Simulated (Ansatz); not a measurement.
H3S⁺, singlet: the ladder up to RCCSDT(Q)

Geometry: displaced at random from a stationary point.

```xyz
4

S     0.0006   -0.0002   -0.0599
H     1.1429   -0.0042    0.6605
H    -0.5408    1.0304    0.6077
H    -0.6224   -1.0197    0.6375
```

Basis cc-pVTZ; Ansatz 0.2.0. Only valence electrons are correlated (noble-gas cores frozen), which leaves 8 electrons in 71 orbitals. Prefix R: restricted or restricted open-shell reference. Active spaces: valence = (8e, 7o) chosen from the atoms' valence shells.

Full CI isn't at hand for all of this; RCCSDT(Q) serves as the reference, and is uncertain by about the last step of the cluster series.

- UHF ⟨S²⟩: 0.000
- T1 diagnostic (RCCSD): 0.0104
- largest doubles amplitude (RCCSD): 0.035

```csv
level,E − E(RCCSDT(Q)) (kJ/mol),share of correlation (%),wall time
RHF,583.6,0.00,–
RMP2,92.6,84.13,–
RCCSD,21.5,96.31,–
RCCSD(T),2.7,99.54,13 s
BCCD(T),2.6,99.55,3.5 s
RCCSDT,0.7,99.88,–
CASSCF (valence space),441.2,24.41,–
NEVPT2 (valence space),97.8,83.24,8.5 s
```

The correlation energy at RCCSDT(Q), counted from RHF, is -6.049 eV. That run took 1.8 min on 1 thread of Intel Xeon, shared host.

Times hold each run's SCF and search for its determinant on a shared host, so for small cases they say little of a method's own cost; they ran on 1 thread of Intel Xeon.

Natural occupations of CASSCF (valence space) about the gap: 1.994 1.980 1.974 1.972 0.031 0.030 0.020; effectively unpaired electrons, Σ n²(2−n)², 0.02.
